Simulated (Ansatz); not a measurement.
Body-centred tetragonal In, treated with PBEsol+SOC (plane waves, PAW; Ansatz, a quantum-chemistry and plane-wave program).

Run with plane-wave cutoff 520 eV, 24×24×24 k mesh, Fermi–Dirac smearing 0.05 eV, PAW data made under PBE.

Equation-of-state points:

```csv
V (Å³/atom),E − E_lowest (meV/atom),P (GPa)
24.486,6.25,2.044
24.996,1.50,0.962
25.506,0.00,0.002
26.016,1.37,-0.847
26.527,5.29,-1.598
```

Q: Estimate the bulk modulus from the pressures at 24.996 and 26.016 Å³/atom, and compare it with a fit to all energies.

A: B = −V dP/dV. Between V = 24.996 and 26.016 Å³/atom, dP/dV = (-0.847 − (0.962))/(26.016 − 24.996) = -1.77 GPa per Å³/atom; at the midpoint 25.506 Å³/atom this gives B ≈ 45.2 GPa. The third-order Birch–Murnaghan fit gives V0 = 25.507 Å³/atom, B0 = 45.1 GPa, B′ = 5.1, which lies within 1 % of that estimate.

Shape and atoms are relaxed at each volume.

Measured, for comparison: bulk modulus 44.7 GPa (copied from a table, unchecked, extrapolated to 0 K and zero-point effects removed; as tabulated in Lejaeghere et al. (2013), arXiv:1204.2733). Computed (rounded) less measured: bulk modulus not scored (unchecked).

Note: the bulk modulus comes from volumes at which shape and atoms were relaxed.

It cost around 40 core-minutes (rough) of CPU time.
